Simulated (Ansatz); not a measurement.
Cost and result for the atomization energy of C₂H₃F, SMILES `C=CF` (6 atoms, 5 bonds).

Total charge 0; spin multiplicity 1. The structure was optimised at the PBE0-D4/def2-TZVP level. Program: Ansatz. All runs use 2 threads of a server CPU on a shared host. Times are those of one run each, without the atoms' runs, and a repeat can differ threefold. Electronic energies, without spin–orbit coupling; frozen cores. CCSD(T)/CBS adds CCSD(T) − MP2 in def2-TZVPP to the MP2 limit, and its time is that of the two runs behind it. T1 = 0.012. HSE06 is the plane-wave form, built on full-range PBE exchange.

The measured enthalpy of formation (G2 set as listed by Staroverov and co-workers 2003, -33.2 kcal/mol at 298 K), with computed zero-point and thermal terms and the atoms' enthalpies of Curtiss and co-workers (1997), gives an electronic atomization energy of 2392.9 kJ/mol. Core correlation, relativity and spin–orbit coupling, which the correlated runs lack, are worth up to about 1 kcal/mol a heavy atom.

| level | functions | wall time |
| --- | --- | --- |
| CCSD(T)/def2-SVP | 57 | 0.65 s |
| BLYP-D4/def2-TZVPP | 135 | 0.9 s |
| PBE0-D4/def2-TZVPP | 135 | 1.1 s |
| PBE-D4/def2-TZVPP (with forces) | 135 | 1.1 s |
| BHLYP-D4/def2-TZVPP | 135 | 1.1 s |
| HSE06-D4/def2-TZVPP | 135 | 1.1 s |
| PBE-QIDH/def2-TZVPP | 135 | 1.7 s |
| r2SCAN-D4/def2-TZVPP (with forces) | 135 | 2.2 s |
| ωB97X-V/def2-TZVPP | 135 | 3.3 s |
| ωB97M-V/def2-TZVPP (with forces) | 135 | 4.1 s |
| MP2/def2-QZVPP | 261 | 5.5 s |
| CCSD(T)/def2-TZVPP | 135 | 9 s |
| CCSD(T)/CBS(def2) | – | 15 s |

What atomization energy does each give, and how far from the measured value? (An estimate is asked.)

Ansatz gave: 
```json
{"level": "CCSD(T)/def2-SVP", "atomization (kJ/mol)": "2292.3", "error": "-100.6", "per bond": "-20.1"}
{"level": "BLYP-D4/def2-TZVPP", "atomization (kJ/mol)": "2412.9", "error": "20.0", "per bond": "4.0"}
{"level": "PBE0-D4/def2-TZVPP", "atomization (kJ/mol)": "2411.8", "error": "18.9", "per bond": "3.8"}
{"level": "PBE-D4/def2-TZVPP (with forces)", "atomization (kJ/mol)": "2474.2", "error": "81.3", "per bond": "16.2"}
{"level": "BHLYP-D4/def2-TZVPP", "atomization (kJ/mol)": "2312.0", "error": "-80.9", "per bond": "-16.2"}
{"level": "HSE06-D4/def2-TZVPP", "atomization (kJ/mol)": "2414.2", "error": "21.3", "per bond": "4.3"}
{"level": "PBE-QIDH/def2-TZVPP", "atomization (kJ/mol)": "2383.0", "error": "-9.9", "per bond": "-2.0"}
{"level": "r2SCAN-D4/def2-TZVPP (with forces)", "atomization (kJ/mol)": "2406.0", "error": "13.1", "per bond": "2.6"}
{"level": "ωB97X-V/def2-TZVPP", "atomization (kJ/mol)": "2395.0", "error": "2.1", "per bond": "0.4"}
{"level": "ωB97M-V/def2-TZVPP (with forces)", "atomization (kJ/mol)": "2404.0", "error": "11.1", "per bond": "2.2"}
{"level": "MP2/def2-QZVPP", "atomization (kJ/mol)": "2419.6", "error": "26.7", "per bond": "5.3"}
{"level": "CCSD(T)/def2-TZVPP", "atomization (kJ/mol)": "2337.4", "error": "-55.5", "per bond": "-11.1"}
{"level": "CCSD(T)/CBS(def2)", "atomization (kJ/mol)": "2394.7", "error": "1.8", "per bond": "0.4"}
```

Leaving LDA and LC-ωPBE aside and taking each functional with its dispersion term where it has one, the values spread over 162.1 kJ/mol, from BHLYP-D4 to PBE-D4. LDA lies +308.5 kJ/mol from PBE without D4, its usual overbinding. At CCSD(T), def2-SVP lies −102.4 kJ/mol from the extrapolated value and def2-TZVPP −57.3 kJ/mol: correlation converges slowly with the basis, and small sets miss more of it in the bonded molecule than in its fragments. The D4 term adds +9.2 kJ/mol with B3LYP and +4.7 kJ/mol with PBE0; it sums over pairs of atoms, weighted by their polarisabilities, and B3LYP, whose exchange is more repulsive, gets the larger term.

B3LYP here is the variant with VWN-RPA as its local correlation; programs differ in this.
